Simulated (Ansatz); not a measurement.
Several solutions for doublet C2H

```yaml
atoms:
  - { symbol: H, position_ang: [0.0000, 0.0000, -1.0500] }
  - { symbol: C, position_ang: [0.0000, 0.0000, 0.0000] }
  - { symbol: C, position_ang: [0.0000, 0.0000, 2.6840] }
```

Basis set: 6-31G (spherical functions). Charge 0, multiplicity 2.

PBE0 (unrestricted) was run from several starts with Ansatz (development build ahead of 0.2.0).

```csv
run,program,start,converged,energy (hartree),<S²>
A,Ansatz,search for the lowest state,yes,-76.21521,1.78
B,Ansatz,"atomic start, no search",yes,-76.19875,1.73
C,Ansatz,stability test followed,yes,-76.19875,1.73
```

Which runs reached the lowest solution of this kind, and what is wrong with the others?

A reached the lowest solution found. Converged but too high: B by 0.45 eV, C by 0.45 eV. Convergence only shows a stationary point, and even a stable one can lie too high; stability tests and further starts are what find lower ones. Caution: the unrestricted determinant is a mixture of spin states.
